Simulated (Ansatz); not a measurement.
# C2H4N: the cost of one run

Program: Ansatz 0.2.0. Level of theory: the levels named in each step. These are calculated values, not measurements.

### 1 The starting structure

Bond lengths: C1–N2 1.138 Å, C1–H4 1.058 Å, C3–H5 1.068 Å, C3–H6 1.068 Å, C3–H7 1.068 Å. Angles: N2–C1–H4 179.9°, H5–C3–H6 119.9°, H5–C3–H7 119.9°, H6–C3–H7 120.0°.

As a file:

```xyz
7

C    -0.9811    0.0615   -0.4916
N    -1.4522    0.6830    0.3370
C     2.1708   -0.6501    0.1592
H    -0.5438   -0.5162   -1.2629
H     1.7334    0.2176    0.6019
H     3.1095   -0.5757   -0.3444
H     1.7054   -1.6035    0.2831
```

### 2 A rough first relaxation, PBE-D4/def2-SVP

This run stands in another session on the same molecule. It ended at:

```xyz
7

C    -1.0461    0.2021   -0.3914
N    -2.1571    0.5355   -0.5288
C     2.1953   -0.7413    0.1061
H    -0.0026   -0.1088   -0.2560
H     2.3197    0.0285    0.8814
H     2.5187   -0.5355   -0.9241
H     1.9139   -1.7638    0.3949
```

### 3 Relaxation, B2PLYP/def2-TZVPP

input.yaml reads:

```yaml
crystal:
  periodic: [false, false, false]
  atoms:
    - { symbol: C, position_ang: [-1.04612717, 0.20207189, -0.3913752] }
    - { symbol: "N", position_ang: [-2.15706621, 0.53553926, -0.52875514] }
    - { symbol: C, position_ang: [2.19531153, -0.7413246, 0.10614392] }
    - { symbol: H, position_ang: [-0.00255467, -0.10881488, -0.25601707] }
    - { symbol: H, position_ang: [2.31965963, 0.02849539, 0.88144489] }
    - { symbol: H, position_ang: [2.51872096, -0.53551063, -0.9240638] }
    - { symbol: H, position_ang: [1.91393593, -1.76377642, 0.3949024] }
magnetization:
  spin_polarized: true
  initial_magnetization: 1
basis:
  gaussian: { orbitals: def2-TZVPP }
hamiltonian:
  xc: { name: B2PLYP }
relax:
  f_tol: 0.002
  max_steps: 150
```

Run with:

```console
ansatz run input.yaml --threads 4 --pin off --max-ram 10240MiB --backend cpu --events-out ev --progress --plain --runs-dir out
```

**Question.** How long does this run take on 4 threads of Intel Xeon at 2.50GHz (Skylake/Cascade Lake), shared host, and how much memory does it need?

About 1.7 min, with a peak of 0.86 GiB.
